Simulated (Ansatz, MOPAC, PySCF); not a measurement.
Molecule: hydrogen sulfide, H$_{2}$S, charge 0, multiplicity 1. SMILES: S
Geometry: optimised at B3LYP-D3(BJ)/def2-TZVP (Ansatz, a first-principles code).

Unscaled harmonic wavenumbers (cm⁻¹) in rising order, each level at the stationary point that it reaches from this structure (no distance between atoms moves by over 0.3 Å); the order of modes can differ between levels, and a negative number is imaginary. B3LYP-D3(BJ)/def2-TZVP (PySCF, at the structure above): 1216, 2683, 2696.

PM6 (MOPAC): 1054, 2688, 2698. Zero-point energy 9.2 against 9.4 kcal/mol; where all levels lie over 400 cm⁻¹, the wavenumbers are on average 0.957 times those of B3LYP-D3(BJ)/def2-TZVP.

PM7 (MOPAC): 1093, 2529, 2553. Zero-point energy 8.8 against 9.4 kcal/mol; where all levels lie over 400 cm⁻¹, the wavenumbers are on average 0.930 times those of B3LYP-D3(BJ)/def2-TZVP.

HF/3-21G (Ansatz): 1322, 2639, 2652. Zero-point energy 9.5 against 9.4 kcal/mol; where all levels lie over 400 cm⁻¹, the wavenumbers are on average 1.018 times those of B3LYP-D3(BJ)/def2-TZVP.

HF/6-31G* (Ansatz): 1368, 2919, 2931. Zero-point energy 10.3 against 9.4 kcal/mol; where all levels lie over 400 cm⁻¹, the wavenumbers are on average 1.100 times those of B3LYP-D3(BJ)/def2-TZVP.
